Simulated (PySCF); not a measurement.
Gas-phase reaction: 3 AlH + 2 C₃H₇ (n-propyl) + 2 H₂ = 3 AlH(CH₃)₂

Computed with PySCF and rigid-rotor harmonic-oscillator thermochemistry at 1 bar. † marks an energy on the PBE0/def2-TZVP geometry and frequencies. MP2 freezes the core. Open shells (unrestricted): C₃H₇ (n-propyl) (multiplicity 2); the rest are closed-shell singlets. B3LYP is the form with VWN-RPA correlation. AlH(CH₃)₂: computed as isolated molecules; such fragments, hydroxides, amides, oligomers or adducts are transient or little studied in the gas. MP2 isn't extrapolated to the basis-set limit.

B3LYP/def2-TZVP† gives ΔH°(298 K) = -894 kJ.

Problem. What do MP2/def2-TZVPP†, BLYP/def2-TZVP†, M06-2X/def2-TZVP† give?

Solution. MP2/def2-TZVPP†: -990 kJ; BLYP/def2-TZVP†: -862 kJ; M06-2X/def2-TZVP†: -942 kJ. For scale, ΔH°(298 K) is -894 kJ at this level, -944 kJ at ωB97M-V/def2-TZVP†, and runs from -1048 to -738 kJ over the 18 levels computed.
